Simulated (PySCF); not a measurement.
Gas-phase reaction: c-Si3H6 + 3 C4H10 (isobutane) → 3 ethylsilane + 2 C3H6 (cyclic)

Computed with PySCF (xtb for GFN2) and rigid-rotor harmonic-oscillator thermochemistry at 1 bar. † marks an energy on the PBE0/def2-TZVP geometry and frequencies; other levels use their own. MP2 freezes the core. 6-31G* has spherical d functions here. All species are closed-shell singlets. B3LYP is the form with VWN-RPA correlation. c-Si3H6: computed as isolated molecules; such fragments, hydroxides, amides, oligomers or adducts are transient or little studied in the gas. MP2 isn't extrapolated to the basis-set limit; its ΔH°(298 K) is 144.8 kJ in def2-SVP and 128.0 kJ in def2-TZVPP. The harmonic model lacks anharmonicity and excited electronic states, which grow with temperature; levels with a mode under 35 cm⁻¹ are left out. Internal rotation in C4H10 (isobutane), ethylsilane is treated as a harmonic vibration of one conformer, which makes the entropy rough.

| level | ΔE electronic, kJ | ΔH°(298 K), kJ | ΔS°(298 K), J/K | ΔG°(1600 K), kJ |
|---|---|---|---|---|
| B3LYP/6-31G* | 177 | 148 | 186 | -138 |
| BLYP/def2-TZVP† | 130 | 102 | 182 | -177 |
| GFN2-xTB | 15 | -16 | 170 | -277 |
| HF/6-31G* | 137 | 105 | 193 | -191 |
| MP2/def2-SVP† | 173 | 145 | 182 | -134 |
| MP2/def2-TZVPP† | 156 | 128 | 182 | -151 |
| PBE0/def2-SVP† | 187 | 159 | 182 | -119 |
| r2SCAN/def2-TZVP† | 175 | 147 | 182 | -131 |
| LDA/def2-TZVP† | 223 | 194 | 182 | -84 |
| ωB97M-V/def2-TZVP† | 148 | 120 | 182 | -159 |
| ωB97X-V/def2-TZVP† | 156 | 128 | 182 | -151 |
ΔH° is lowest at GFN2-xTB and highest at LDA/def2-TZVP†. No reference value is set beside these.
